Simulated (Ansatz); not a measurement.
For Re (model structure, started from the beta-Sn type, I4₁/amd, No. 141, 2 atoms in the cell), PBEsol in Ansatz (PAW) gives:

```
Quantity              Value
------------------  -------
lattice constant a  4.990 Å
c axis length       2.577 Å
```

What does r²SCAN (Ansatz, a quantum-chemistry and plane-wave program, PAW) give for the same quantities?


- lattice constant a: 5.007 Å (rises by 0.3 %)
- lattice parameter c: 2.589 Å (rises by 0.5 %)

Changes are worked out from the printed values.

Unless a cell is named, each level is at its own relaxed cell (PBEsol 16.04, r²SCAN 16.23 Å³/atom).

Levels without +SOC leave out spin–orbit coupling, which shifts energies and cells of such heavy elements.

Ansatz's density-functional and Hartree–Fock values are scalar-relativistic unless marked +SOC, with PAW data made under PBE.

A model structure was made by putting elements into a prototype or built by hand; it is no filed structure, need not be a known phase, and can be a saddle point held by its symmetry.
